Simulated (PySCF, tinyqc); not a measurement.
Inside a calculation. Method: RHF in the sto-3g basis, for H2O, spin multiplicity 1. The lowest restricted solution is unstable here: a spin-polarised one lies 0.0046 hartree lower (PySCF). One step of it, computed by the program tinyqc.

Problem. Iteration 2: building the Fock matrix. J_ij = sum D_kl (ij|kl), K_ij = sum D_kl (ik|jl); F = H + J - 0.5 K; E = tr D H + tr D J / 2 - 0.25 tr D K + E_nn.

D after iteration 1, lower triangle:
```
            1O 1s      1O 2s    1O 2px     1O 2py    1O 2pz      2H 1s     3H 1s
1O 1s    2.110995
1O 2s   -0.468660   1.998768
1O 2px   0.000000   0.000000  2.000000
1O 2py   0.000000   0.000000  0.000000   1.051796
1O 2pz   0.083605  -0.422238  0.000000   0.000000  1.313775
2H 1s   -0.023297   0.024561  0.000000   0.539133  0.500482   0.485524
3H 1s   -0.023297   0.024561  0.000000  -0.539133  0.500482  -0.067177  0.485524
```

core Hamiltonian H = T + V (hartree), lower triangle:
```
             1O 1s      1O 2s     1O 2px     1O 2py     1O 2pz      2H 1s      3H 1s
1O 1s   -32.422911
1O 2s    -7.542266  -9.050549
1O 2px    0.000000   0.000000  -7.219305
1O 2py    0.000000   0.000000   0.000000  -7.292149
1O 2pz   -0.009911  -0.124005   0.000000   0.000000  -7.259917
2H 1s    -0.755182  -1.963393   0.000000  -1.230292  -0.942952  -3.920258
3H 1s    -0.755182  -1.963393   0.000000   1.230292  -0.942952  -0.541730  -3.920258
```

Two-electron integrals (ij|kl) in chemists' order, unique and non-zero (hartree):
```
(11|11) 4.785065    (21|11) 0.741380    (21|21) 0.136873    (22|11) 1.118947
(22|21) 0.256633    (22|22) 0.817206    (31|31) 0.024477    (32|31) 0.037809
(32|32) 0.180518    (33|11) 1.115814    (33|21) 0.256684    (33|22) 0.817023
(33|33) 0.880159    (41|41) 0.024477    (42|41) 0.037809    (42|42) 0.180518
(43|43) 0.047444    (44|11) 1.115814    (44|21) 0.256684    (44|22) 0.817023
(44|33) 0.785270    (44|44) 0.880159    (51|51) 0.024477    (52|51) 0.037809
(52|52) 0.180518    (53|53) 0.047444    (54|54) 0.047444    (55|11) 1.115814
(55|21) 0.256684    (55|22) 0.817023    (55|33) 0.785270    (55|44) 0.785270
(55|55) 0.880159    (61|11) 0.074326    (61|21) 0.013623    (61|22) 0.025441
(61|33) 0.025394    (61|41) 0.000477    (61|42) 0.000906    (61|44) 0.025486
(61|51) 0.000356    (61|52) 0.000677    (61|54) 0.000069    (61|55) 0.025446
(61|61) 0.001372    (62|11) 0.211309    (62|21) 0.049207    (62|22) 0.177463
(62|33) 0.174280    (62|41) 0.002927    (62|42) 0.024017    (62|44) 0.180296
(62|51) 0.002185    (62|52) 0.017933    (62|54) 0.004492    (62|55) 0.177634
(62|61) 0.005001    (62|62) 0.051034    (63|31) 0.004760    (63|32) 0.029098
(63|43) 0.004767    (63|53) 0.003560    (63|63) 0.006690    (64|11) 0.132682
(64|21) 0.031261    (64|22) 0.120463    (64|33) 0.115255    (64|41) 0.006356
(64|42) 0.044165    (64|44) 0.128610    (64|51) 0.001192    (64|52) 0.011250
(64|54) 0.006412    (64|55) 0.117385    (64|61) 0.003291    (64|62) 0.042199
(64|64) 0.041225    (65|11) 0.099069    (65|21) 0.023341    (65|22) 0.089946
(65|33) 0.086057    (65|41) 0.001192    (65|42) 0.011250    (65|44) 0.088909
(65|51) 0.005650    (65|52) 0.037498    (65|54) 0.006897    (65|55) 0.094767
(65|61) 0.002457    (65|62) 0.031509    (65|64) 0.025786    (65|65) 0.025944
(66|11) 0.400079    (66|21) 0.094615    (66|22) 0.393467    (66|33) 0.379600
(66|41) 0.006218    (66|42) 0.072631    (66|44) 0.406046    (66|51) 0.004642
(66|52) 0.054231    (66|54) 0.019747    (66|55) 0.394344    (66|61) 0.009655
(66|62) 0.153751    (66|64) 0.145524    (66|65) 0.108658    (66|66) 0.774606
(71|11) 0.074326    (71|21) 0.013623    (71|22) 0.025441    (71|33) 0.025394
(71|41) -0.000477   (71|42) -0.000906   (71|44) 0.025486    (71|51) 0.000356
(71|52) 0.000677    (71|54) -0.000069   (71|55) 0.025446    (71|61) 0.001352
(71|62) 0.004846    (71|64) 0.002965    (71|65) 0.002385    (71|66) 0.009312
(71|71) 0.001372    (72|11) 0.211309    (72|21) 0.049207    (72|22) 0.177463
(72|33) 0.174280    (72|41) -0.002927   (72|42) -0.024017   (72|44) 0.180296
(72|51) 0.002185    (72|52) 0.017933    (72|54) -0.004492   (72|55) 0.177634
(72|61) 0.004846    (72|62) 0.039235    (72|64) 0.022887    (72|65) 0.023485
(72|66) 0.093104    (72|71) 0.005001    (72|72) 0.051034    (73|31) 0.004760
(73|32) 0.029098    (73|43) -0.004767   (73|53) 0.003560    (73|63) 0.004916
(73|73) 0.006690    (74|11) -0.132682   (74|21) -0.031261   (74|22) -0.120463
(74|33) -0.115255   (74|41) 0.006356    (74|42) 0.044165    (74|44) -0.128610
(74|51) -0.001192   (74|52) -0.011250   (74|54) 0.006412    (74|55) -0.117385
(74|61) -0.002965   (74|62) -0.022887   (74|64) -0.008866   (74|65) -0.013489
(74|66) -0.051695   (74|71) -0.003291   (74|72) -0.042199   (74|74) 0.041225
(75|11) 0.099069    (75|21) 0.023341    (75|22) 0.089946    (75|33) 0.086057
(75|41) -0.001192   (75|42) -0.011250   (75|44) 0.088909    (75|51) 0.005650
(75|52) 0.037498    (75|54) -0.006897   (75|55) 0.094767    (75|61) 0.002385
(75|62) 0.023485    (75|64) 0.013489    (75|65) 0.018767    (75|66) 0.060303
(75|71) 0.002457    (75|72) 0.031509    (75|74) -0.025786   (75|75) 0.025944
(76|11) 0.052826    (76|21) 0.012426    (76|22) 0.049062    (76|33) 0.047921
(76|44) 0.048868    (76|51) 0.000843    (76|52) 0.008446    (76|55) 0.050344
(76|61) 0.001249    (76|62) 0.014134    (76|64) 0.010289    (76|65) 0.009865
(76|66) 0.046075    (76|71) 0.001249    (76|72) 0.014134    (76|74) -0.010289
(76|75) 0.009865    (76|76) 0.005173    (77|11) 0.400079    (77|21) 0.094615
(77|22) 0.393467    (77|33) 0.379600    (77|41) -0.006218   (77|42) -0.072631
(77|44) 0.406046    (77|51) 0.004642    (77|52) 0.054231    (77|54) -0.019747
(77|55) 0.394344    (77|61) 0.009312    (77|62) 0.093104    (77|64) 0.051695
(77|65) 0.060303    (77|66) 0.251405    (77|71) 0.009655    (77|72) 0.153751
(77|74) -0.145524   (77|75) 0.108658    (77|76) 0.046075    (77|77) 0.774606
```

nuclear repulsion = 6.71323460 hartree

Give: Coulomb J; exchange K; Fock matrix F; total energy of this density.

Solution.

Coulomb J (hartree), lower triangle:
```
          1O 1s   1O 2s  1O 2px   1O 2py  1O 2pz   2H 1s   3H 1s
1O 1s   17.3937
1O 2s    3.2782  8.1521
1O 2px   0.0000  0.0000  8.1636
1O 2py   0.0000  0.0000  0.0000   8.1343
1O 2pz  -0.0094  0.0064  0.0000   0.0000  8.1348
2H 1s    0.3265  1.7586  0.0000   1.1929  0.8967  4.0866
3H 1s    0.3265  1.7586  0.0000  -1.1929  0.8967  0.4916  4.0866
```

exchange K (hartree), lower triangle:
```
         1O 1s    1O 2s  1O 2px   1O 2py  1O 2pz   2H 1s   3H 1s
1O 1s   9.7841
1O 2s   1.6589   2.6147
1O 2px  0.0000   0.0000  2.2753
1O 2py  0.0000   0.0000  0.0000   1.7952
1O 2pz  0.0021  -0.1327  0.0000   0.0000  1.9086
2H 1s   0.1765   0.6520  0.0000   0.5007  0.4031  0.8094
3H 1s   0.1765   0.6520  0.0000  -0.5007  0.4031  0.1403  0.8094
```

Fock matrix F (hartree), lower triangle:
```
           1O 1s    1O 2s   1O 2px   1O 2py   1O 2pz    2H 1s    3H 1s
1O 1s   -19.9212
1O 2s    -5.0935  -2.2058
1O 2px    0.0000   0.0000  -0.1933
1O 2py    0.0000   0.0000   0.0000  -0.0555
1O 2pz   -0.0203  -0.0512   0.0000   0.0000  -0.0794
2H 1s    -0.5170  -0.5308   0.0000  -0.2878  -0.2478  -0.2383
3H 1s    -0.5170  -0.5308   0.0000   0.2878  -0.2478  -0.1203  -0.2383
```

total energy of this density = -74.756339 hartree
